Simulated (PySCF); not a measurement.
## Potential energy of MgAl along the bond

Set-up: Mg aug-cc-pVDZ, Al aug-cc-pV(D+d)Z; no relativity (PySCF 2.14). Energies in eV from Mg + Al in their ground configurations at the same level. State: ²Π (doublet), unpaired electrons π ↑.

All columns are B97-3. A positive dipole means Mg(−)Al(+).

| R (Å) | E (eV) | μ (D) | Mulliken charge on Mg (basis-dependent) | HOMO (eV) | LUMO (eV) | Mayer bond order | ⟨S²⟩ |
| --- | --- | --- | --- | --- | --- | --- | --- |
| 2.497 | -0.124 | -1.55 | 0.09 | -4.07 | -2.32 | 1.15 | 0.76 |
| 2.614 | -0.273 | -1.53 | 0.08 | -3.98 | -2.24 | 1.05 | 0.76 |
| 2.730 | -0.355 | -1.51 | 0.09 | -3.91 | -2.17 | 0.95 | 0.76 |
| 2.817 | -0.385 | -1.49 | 0.10 | -3.86 | -2.12 | 0.88 | 0.76 |
| 2.904 | -0.396 | -1.47 | 0.11 | -3.82 | -2.08 | 0.81 | 0.76 |
| 2.991 | -0.392 | -1.44 | 0.11 | -3.79 | -2.07 | 0.75 | 0.76 |
| 3.107 | -0.372 | -1.41 | 0.12 | -3.75 | -2.09 | 0.67 | 0.76 |
| 3.252 | -0.333 | -1.36 | 0.12 | -3.72 | -2.10 | 0.57 | 0.76 |
| 3.427 | -0.279 | -1.29 | 0.10 | -3.70 | -2.10 | 0.47 | 0.76 |
| 3.659 | -0.208 | -1.16 | 0.08 | -3.69 | -2.08 | 0.35 | 0.76 |

A fit through these points gives, at Re = 2.921 Å, μ = -1.46 D and dμ/dR = 0.262 D/Å; the reduced mass is 12.7 u.

**Question.** How strong is the fundamental in the double-harmonic approximation, I = 42.26·(dμ/dR)²/μred km/mol?

**Answer.** I = 42.26·(0.262)²/12.7 = 0.228 km/mol at B97-3.

The bond is weak. Basis-set superposition, not corrected here, can be much of De in a small basis, most of all at correlated wavefunction levels. Functionals without a dispersion term scatter widely for such bonds, and LDA overbinds them. The state was picked by a PBE0 search and need not be the measured ground state.
